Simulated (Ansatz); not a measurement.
# How far each method lies from UCCSDTQ for PF, quintet

Geometry: that of the PF, triplet, kept fixed. The triplet lies 7.7 eV lower here.

```yaml
atoms:
  - { symbol: F, position_ang: [0.0000, 0.0000, 0.0000] }
  - { symbol: P, position_ang: [0.0000, 0.0000, 1.5934] }
```

Basis cc-pVDZ; Ansatz 0.2.0. Correlated methods freeze the noble-gas cores, which leaves 12 electrons in 26 orbitals. Prefix R: restricted or restricted open-shell reference; prefix U: unrestricted. Active spaces: valence = (12e, 8o) chosen from the atoms' valence shells.

Full CI isn't at hand for all of this; UCCSDTQ serves as the reference, and is uncertain by about the last step of the cluster series. The frozen core follows each run's orbitals, which can shift R against U totals by a few meV.

For open shells CISD is restricted-active-space CI with the open shells as a complete middle space.

The UHF ⟨S²⟩ is 6.010. The T1 diagnostic (RCCSD) is 0.0280 and the largest doubles amplitude (RCCSD) is 0.048. The T1 diagnostic (UCCSD) is 0.0225.

```csv
level,E − E(UCCSDTQ) (mEh),share of correlation (%),wall time
RHF,261.73,0.00,–
UHF,255.97,2.20,–
RMP2,16.02,93.88,–
UMP2,17.88,93.17,–
CISD,18.24,93.03,4.7 s
RCCSD,6.25,97.61,–
UCCSD,5.96,97.72,–
RCCSD(T),1.03,99.61,1 s
UCCSD(T),1.08,99.59,0.9 s
BCCD(T),1.08,99.59,1.2 s
RCCSDT,0.51,99.81,–
UCCSDT,0.49,99.81,–
RCCSDT(Q),0.06,99.98,7 s
UCCSDT(Q),-0.09,100.03,6 s
RCCSDTQ,0.01,99.99,62 s (H100)
CASSCF (valence space),257.63,1.56,–
NEVPT2 (valence space),41.42,84.18,0.51 s
MRCISD (valence space),19.66,92.49,–
MRCISD+Q (valence space),4.87,98.14,1.2 s
```

The correlation energy at UCCSDTQ, counted from RHF, is -7.122 eV. That run took 49 s on 2 threads of AMD EPYC 7R13 with a shared H100 80 GB, shared host.

Times hold each run's SCF and search for its determinant on a shared host, so for small cases they say little of a method's own cost; rows without a card ran on 1 thread of AMD EPYC 7R13.

Natural occupations of CASSCF (valence space) about the gap: 1.996 1.004 1.002 1.002 1.000; effectively unpaired electrons, Σ n²(2−n)², 4.00.
